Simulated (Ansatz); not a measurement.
# How far a parabola holds: energy against volume of rock-salt MgS

System: rock-salt MgS. Method: PBEsol (Ansatz, a program for electronic structure, plane waves, PAW). Settings: plane-wave cutoff 520 eV, 12×12×12 k mesh, Fermi–Dirac smearing 0.01 eV, scalar-relativistic PAW data made under PBE. The cell has no free parameter but its volume, all volumes share cutoff and mesh, and the runs aren't spin-polarised. Energies are free energies at the run's smearing, counted from the lowest row; static lattice.

```
V (Å³/atom)  E (meV/atom)
-----------  ------------
16.349                  ?
16.696               7.30
17.044               1.77
17.392               0.00
17.740               1.63
18.088               6.32
```

The 5 complete rows are fitted with a parabola, E against V. With u = V - 17.4, the rows have u = -0.7040, -0.3560, -0.0080, 0.3400, 0.6880. Least squares gives E = -0.006 - 0.3785·u + 14.0611·u². Residuals (row less fit): 0.071, -0.141, 0.002, 0.139, -0.069; standard error 0.157 (degrees of freedom: 2). The fitted curve has its minimum at V = 17.4, where E = -0.01. Its curvature is d²E/dV² = 2 × 14.0611 meV/Å⁶, so B = V0·d²E/dV² × 0.1602 = 78.5 GPa.

Task: What does the fit predict for E at V = 16.349, and how far is the calculated value from it?

Result: u = -1.0510, so E = -0.006 - 0.3785 × (-1.0510) + 14.0611 × (-1.0510)² = 15.924 meV/atom. The calculation gives 16.99 meV/atom, 1.066 meV/atom above the prediction (6.3 % of the range of E in the table). The row lies outside the fitted rows, so this is an extrapolation. From the scatter of the fitted rows alone, a prediction at this place has a standard error of 0.370 meV/atom, so the miss is 2.9 times that.

The residuals are curvature that a parabola lacks, not noise. A solid that stiffens under compression and softens on expansion lies above the parabola at the compressed end and under it at the expanded end, as this row does. A third-order Birch-Murnaghan fit to the whole scan has B0 = 78.1 GPa. Only scans are tabulated whose curvature falls smoothly with volume, and where the parabola meets the shown rows within 5 % of their range and misses the end by 0.1 meV or more.

Measured, for comparison: bulk modulus 81 GPa (corrected for zero-point motion; as tabulated in Goldzak et al. (2022), arXiv:2208.04865). Computed less measured: bulk modulus -3.6 %.
